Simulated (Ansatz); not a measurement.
Ideal-gas functions of C$_{2}$H$_{2}$FNO (`N=C=C(O)F`) at 298.15 K and 1 bar, from an Ansatz frequency run at PBE0-D4/def2-TZVP.

Molar mass 75.04 g/mol, point group C1 (symmetry number 1), electronic degeneracy 1, moments of inertia 48.032, 129.759, 174.864 u Å². Harmonic wavenumbers (cm⁻¹, unscaled): 202, 275, 354, 450, 491, 661, 821, 831, 1113, 1247, 1267, 1479, 2185, 3427, 3781.

Use S(trans) = R[1.5 ln M + 2.5 ln T − 1.1517]; rotational temperatures θ = 24.2544 K / I; S(rot) = R[ln(√π/σ · √(T³/θAθBθC)) + 1.5]; for each mode x = 1.438777 ν̃/T, S = R[x/(eˣ − 1) − ln(1 − e⁻ˣ)] and H = RT x/(eˣ − 1); 1 cm⁻¹ = 0.0119627 kJ/mol; R = 8.31446 J/(mol·K).

By hand: the entropy, in J/(mol·K).

Translation 162.7. Rotation: θ = 0.505, 0.1869, 0.1387 K, giving 106.3. Vibration, mode by mode: 8.85, 6.55, 4.80, 3.33, 2.85, 1.49, 0.80, 0.77, 0.25, 0.14, 0.13, 0.05, 0.00, 0.00, 0.00, in all 30.0. Electronic 0.0. Sum 299.0 J/(mol·K).

By hand: H − E and G − E in kJ/mol, counted from the electronic energy.

Zero-point energy ½ × 18584 × 0.0119627 = 111.2; thermal vibration 5.7; translation, rotation and pV give 4 RT = 9.9. H − E = 126.8 kJ/mol, and G − E = 126.8 − 298.15 × 299.0/1000 = 37.7 kJ/mol.

Vibration gives 10 % of the entropy. The sum counts one conformer and one mirror image; others add a mixing term.
